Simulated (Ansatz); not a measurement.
# How far each method lies from full CI for NH3⁺, quartet

Geometry: that of the NH3⁺, doublet, kept fixed. The doublet lies 14.9 eV lower here.

```xyz
4

N     0.0000    0.0000    0.0000
H     1.0240    0.0138   -0.0001
H    -0.5239    0.8799   -0.0028
H    -0.5001   -0.8937    0.0028
```

Basis 6-31G; Ansatz 0.2.0. Only valence electrons are correlated (noble-gas cores frozen), which leaves 7 electrons in 14 orbitals. Prefix R: restricted or restricted open-shell reference; prefix U: unrestricted. Active spaces: valence = (7e, 7o) chosen from the atoms' valence shells.

Full CI is exact within this basis and frozen core; it isn't the basis-set limit. The frozen core follows each run's orbitals, which can shift R against U totals by a few meV.

Coupled cluster chose its determinant by trial CCSD, here up to 0.36 eV above the lowest Hartree–Fock solution of its kind. For open shells CISD and CISDTQ are restricted-active-space CI with the open shells as a complete middle space.

The UHF ⟨S²⟩ is 3.757 and the T1 diagnostic (RCCSD) is 0.0162. The largest doubles amplitude (RCCSD) is 0.213 and the T1 diagnostic (UCCSD) is 0.0571.

```json
{"level": "UHF", "E − E(full CI) (kcal/mol)": "55.21", "share of correlation (%)": "15.89", "wall time": "–"}
{"level": "UMP2", "E − E(full CI) (kcal/mol)": "14.56", "share of correlation (%)": "77.83", "wall time": "–"}
{"level": "UCCSD", "E − E(full CI) (kcal/mol)": "2.15", "share of correlation (%)": "96.72", "wall time": "–"}
{"level": "UCCSD(T)", "E − E(full CI) (kcal/mol)": "0.96", "share of correlation (%)": "98.54", "wall time": "0.42 s"}
{"level": "RCCSDT", "E − E(full CI) (kcal/mol)": "0.09", "share of correlation (%)": "99.86", "wall time": "–"}
{"level": "CISDTQ", "E − E(full CI) (kcal/mol)": "0.04", "share of correlation (%)": "99.94", "wall time": "0.99 s"}
{"level": "RCCSDT(Q)", "E − E(full CI) (kcal/mol)": "0.01", "share of correlation (%)": "99.98", "wall time": "1.8 s"}
{"level": "RCCSDTQ", "E − E(full CI) (kcal/mol)": "0.00", "share of correlation (%)": "100.00", "wall time": "8.5 s"}
{"level": "CASSCF (valence space)", "E − E(full CI) (kcal/mol)": "29.38", "share of correlation (%)": "55.25", "wall time": "–"}
{"level": "NEVPT2 (valence space)", "E − E(full CI) (kcal/mol)": "8.38", "share of correlation (%)": "87.24", "wall time": "0.27 s"}
{"level": "MRCISD (valence space)", "E − E(full CI) (kcal/mol)": "3.28", "share of correlation (%)": "95.00", "wall time": "–"}
{"level": "MRCISD+Q (valence space)", "E − E(full CI) (kcal/mol)": "2.78", "share of correlation (%)": "95.76", "wall time": "0.63 s"}
```

The correlation energy at full CI, counted from the determinant under the R cluster runs, is -2.847 eV. That run took 0.81 s on 1 thread of AMD EPYC 9R45, shared host over 45,242 determinants.

Run but not shown, since their state or frozen core can't be matched to the reference's or they repeat it: RHF, RMP2, CISD, RCCSD, RCCSD(T), BCCD(T).

Times hold each run's SCF and search for its determinant on a shared host, so for small cases they say little of a method's own cost; they ran on 1 thread of AMD EPYC 9R45.

The full-CI state has the irrep B1 of C2v, in the program's axes (one component, if the state is degenerate).

Natural occupations of full CI about the gap: 1.962 1.911 1.074 0.996 0.916 0.079 0.034 0.007 0.006 0.005; effectively unpaired electrons, Σ n²(2−n)², 3.04.
